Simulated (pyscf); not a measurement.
Single points on ωB97X-D3(BJ)/def2-SVP structures (PySCF, gas phase).

HO–PH–PH₂ → O=PH + PH₃
Surface: singlet. Broken: H–O, P–P. Formed: H–P. Give ΔE‡ and ΔE from ωB97M-D3(BJ)/def2-TZVP, relative to the reactant's lowest minimum found.

ΔE‡ = 2.11 eV, ΔE = +1.38 eV. CCSD(T)/def2-TZVPP + ΔMP2(QZVPP) gives 2.04 eV and +1.34 eV. Zero-point energy shifts the barrier by -0.14 eV. It is an elimination, with an imaginary mode of 1418i cm⁻¹. On the product side the descent ends in a bound adduct, 0.37 eV under the separated species and 0.87 eV under the saddle at ωB97X-D3(BJ)/def2-TZVP. One saddle was located; it need not be the lowest between these sides. The CCSD(T) − MP2 part came from Ansatz, without density fitting, on the same reference.
